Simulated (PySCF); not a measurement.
Li2.

```xyz
2

Li     0.0000     0.0000    -1.3606
Li     0.0000     0.0000     1.3606
```
Charge 0, spin multiplicity 1.

Geometry optimised at B3LYP-D3(BJ)/def2-TZVPD.

The numbers are results of PySCF with HF/pcSseg-2, not measurements. Non-relativistic, no solvent.

Computed absolute GIAO shielding of each atom: isotropic value and principal components (ppm):
```csv
atom,σ(iso),σ11,σ22,σ33,span
Li1,98.3,95.6,95.6,103.7,8.1
Li2,98.3,95.6,95.6,103.7,8.1
```
